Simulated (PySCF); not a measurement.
Species: C2H4B (charge -1).
Structure used (GFN2-xTB), in Å, numbered top down from 1:
```
atom  x, y, z in Å
B1    -0.9909    0.0807    0.0100
C2     0.5780   -0.0462   -0.0116
C3     1.7790   -0.1421   -0.0285
H4    -1.4663   -0.5446   -0.9374
H5    -1.4257   -0.3802    1.0649
H6    -1.3078    1.2663   -0.0802
H7     2.8370   -0.2289   -0.0442
```

PySCF, density fitting, gas phase, GFN2-xTB geometry. The standard run uses grid level 2 after a coarse-grid start, the def2-universal JK fitting basis (with tight functions added where the orbital basis needs them), an energy threshold of 1e-9 Eh and DIIS. The changed runs have no coarse-grid stage.

Problem. Standard PBE0/pcSseg-1: E = -103.280228 Eh, HOMO -1.692 eV, LUMO 6.314 eV, 13 cycles (coarse-grid cycles included). What changes at PBE0/pcSseg-1 with: damping 0.2 at the start, DIIS from the seventh cycle?

Solution. E = -103.280228 Eh (0.000 mEh), HOMO -1.692 eV (0.000), LUMO 6.314 eV (0.000), 16 SCF cycles. The result matches the standard run within 0.02 mEh and 0.003 eV; such settings steer the iterations and don't enter the energy expression.

The cycles:
```
cycle   1  E = -103.1930595887  dE =  9.553e-02  |g| = 4.849e-01  |ddm| = 2.217e+00
cycle   2  E = -103.2303146912  dE = -3.726e-02  |g| = 4.105e-01  |ddm| = 1.038e+00
cycle   3  E = -103.1926362012  dE =  3.768e-02  |g| = 5.808e-01  |ddm| = 7.795e-01
cycle   4  E = -103.1059760359  dE =  8.666e-02  |g| = 8.008e-01  |ddm| = 1.047e+00
cycle   5  E = -102.8865157100  dE =  2.195e-01  |g| = 1.230e+00  |ddm| = 1.444e+00
cycle   6  E = -102.0225351768  dE =  8.640e-01  |g| = 2.088e+00  |ddm| = 3.325e+00
cycle   7  E = -100.0891367934  dE =  1.933e+00  |g| = 3.353e+00  |ddm| = 5.475e+00
cycle   8  E = -103.2419179639  dE = -3.153e+00  |g| = 3.702e-01  |ddm| = 3.737e+00
cycle   9  E = -103.2765150650  dE = -3.460e-02  |g| = 1.103e-01  |ddm| = 4.042e-01
cycle  10  E = -103.2799336498  dE = -3.419e-03  |g| = 3.310e-02  |ddm| = 1.839e-01
cycle  11  E = -103.2802229653  dE = -2.893e-04  |g| = 4.236e-03  |ddm| = 3.356e-02
cycle  12  E = -103.2802274664  dE = -4.501e-06  |g| = 1.589e-03  |ddm| = 5.215e-03
cycle  13  E = -103.2802282095  dE = -7.431e-07  |g| = 3.046e-04  |ddm| = 1.746e-03
cycle  14  E = -103.2802282380  dE = -2.847e-08  |g| = 7.632e-05  |ddm| = 4.453e-04
cycle  15  E = -103.2802282394  dE = -1.414e-09  |g| = 4.853e-06  |ddm| = 7.257e-05
cycle  16  E = -103.2802282394  dE = -5.656e-12  |g| = 3.684e-07  |ddm| = 1.048e-05
```
